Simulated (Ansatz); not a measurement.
**Si₂H₃+ (triplet): the correlation ladder, cc-pVDZ**

How much of the correlation energy of Si₂H₃+ (triplet) does each wave-function method recover here?

Program: Ansatz 0.2.0, Gaussian basis. Level of theory: cc-pVDZ, correlated electrons: outside noble gas. These are calculated values, not measurements.

The runs, in order: UHF; CCSD(T) on ROHF; CCSD(T) on UHF; BCCD(T) on ROHF; CISD; CCSDT(Q) on ROHF; CCSDT(Q) on UHF; CASSCF and NEVPT2, 10 electrons in 11 orbitals.

### 1 What is computed

The geometry is a PBE0/def2-TZVP stationary point (not a proven minimum) of the parent state, kept for this charge and spin.

5 atoms, charge 1, spin multiplicity 3.

Atoms are counted from 1 here; the program's logs count them from 0.

Bond lengths: Si1–Si2 2.282 Å, Si1–H3 1.492 Å, Si1–H4 1.491 Å, Si2–H5 1.528 Å. Angles: Si2–Si1–H3 129.4°, Si2–Si1–H4 123.7°, H3–Si1–H4 106.9°, Si1–Si2–H5 86.8°.

In the tables R marks a restricted open-shell determinant and U an unrestricted one; 'valence' is the active space of 10 electrons in 11 orbitals; correlation energies count from the lowest restricted Hartree-Fock solution.

### 2 UHF

in.yaml reads:

```yaml
crystal:
  periodic: [false, false, false]
  atoms:
    - {symbol: Si, position_ang: [0.000000, 0.023519, 1.089742]}
    - {symbol: Si, position_ang: [0.000000, -0.076896, -1.189690]}
    - {symbol: H, position_ang: [0.000000, 1.216633, 1.985750]}
    - {symbol: H, position_ang: [0.000000, -1.180037, 1.969732]}
    - {symbol: H, position_ang: [0.000000, 1.450716, -1.170505]}
basis:
  gaussian: {orbitals: cc-pVDZ}
total_charge: 1
magnetization: {spin_polarized: true, initial_magnetization: 2}
hamiltonian: {xc: hf}
output: {orbitals: {seedname: orbitals}}
```

The run is started by

```sh
> ansatz run in.yaml --threads 1 --pin off --events-out ev --progress --plain --max-ram 2393MiB
```

Further steps of the session: CCSD(T) on ROHF; CCSD(T) on UHF; BCCD(T) on ROHF; CISD; CCSDT(Q) on ROHF; CCSDT(Q) on UHF; CASSCF and NEVPT2, 10 electrons in 11 orbitals.

Q: Predict the results of all the runs planned. Wanted: correlation energy, UCCSDT(Q); RMP2 from UCCSDT(Q); UMP2 from UCCSDT(Q); RCCSD from UCCSDT(Q); RCCSD(T) from UCCSDT(Q); UCCSD(T) from UCCSDT(Q); RCCSDT(Q) from UCCSDT(Q); NEVPT2 valence from UCCSDT(Q); T1 diagnostic.

The runs gave:

```
                                      quantity                      value
                 correlation energy, UCCSDT(Q)                 -5.2660 eV
                           RMP2 from UCCSDT(Q)            +29.57 kcal/mol
                           UMP2 from UCCSDT(Q)            +29.57 kcal/mol
                          RCCSD from UCCSDT(Q)             +5.00 kcal/mol
                       RCCSD(T) from UCCSDT(Q)             +1.26 kcal/mol
                       UCCSD(T) from UCCSDT(Q)             +1.25 kcal/mol
                      RCCSDT(Q) from UCCSDT(Q)             +0.02 kcal/mol
                 NEVPT2 valence from UCCSDT(Q)            +21.70 kcal/mol
levels of the table within 1 kcal/mol (43 meV)  RCCSDT, UCCSDT, RCCSDT(Q)
                                 T1 diagnostic                      0.031
                effectively unpaired electrons                       2.03
```

RCCSD(T) lands +1.26 kcal/mol from the yardstick (1.0 % of the correlation energy). One determinant dominates. These misses are within one basis, not against nature; the frozen cores of restricted and unrestricted runs differ, which can shift their rows.
